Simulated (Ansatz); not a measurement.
# BOF (SMILES O=BF): functionals against CCSD(T) at one geometry

An exercise on one series of results from a longer session: the logs are not shown, and one member is left open.

The runs use Ansatz 0.2.0, Gaussian basis; single points in def2-TZVPP.

Cores are frozen in the correlated methods. B3LYP uses VWN-RPA correlation.

### The system as given

SMILES `O=BF`, 3 atoms, charge 0, spin multiplicity 1.

Atoms are counted from 1 here; the program's logs count them from 0.

Bond lengths: O1–B2 1.213 Å, B2–F3 1.214 Å. Angles: O1–B2–F3 169.0°.

As a file:

```mol
BFO
  3D, bonds by distance, orders not assigned

  3  2  0  0  0  0  0  0  0  0999 V2000
    0.9402   -0.4417    0.3929 O   0  0
   -0.1033   -0.0229   -0.0628 B   0  0
   -1.0960    0.5896   -0.3990 F   0  0
  1  2  8  0
  2  3  8  0
M  END
```

The first run:

Contents of run/in.yaml:

```yaml
crystal:
  periodic: [false, false, false]
  atoms:
    - {symbol: O, position_ang: [0.940200, -0.441700, 0.392900]}
    - {symbol: B, position_ang: [-0.103300, -0.022900, -0.062800]}
    - {symbol: F, position_ang: [-1.096000, 0.589600, -0.399000]}
basis:
  gaussian: {orbitals: def2-TZVPP}
correlation: {method: ccsd_t}
output: {forces: true}
```

No record of the launch command was kept for these runs.

Among the steps run: CCSD(T)/def2-TZVPP; PBE0-D4/def2-TZVPP; wB97M-V/def2-TZVPP; r2SCAN-D4/def2-TZVPP; PBE-D4/def2-TZVPP; r2SCAN0-D4/def2-TZVPP; B3LYP-D4/def2-TZVPP.

One table of the session follows, with a row left open; its other results are not shown here.

```
    method  RMS force component (eV/Å)  angle to CCSD(T) forces (°)  dipole (D)
   CCSD(T)                       2.302                    reference        2.43
   PBE0-D4                       2.260                          8.3        2.52
   wB97M-V                       2.372                          6.8        2.56
 r2SCAN-D4                       2.226                          4.0        2.51
    PBE-D4                           ?                            ?           ?
r2SCAN0-D4                       2.210                         13.1        2.59
  B3LYP-D4                       2.322                          6.8        2.51
```

**Question.** Estimate the row for PBE-D4.

The run gave: RMS force component (eV/Å): 2.356; angle to CCSD(T) forces (°): 3.5; dipole (D): 2.41. In the column «RMS force component (eV/Å)» it lies between B3LYP-D4 (2.322) and wB97M-V (2.372).
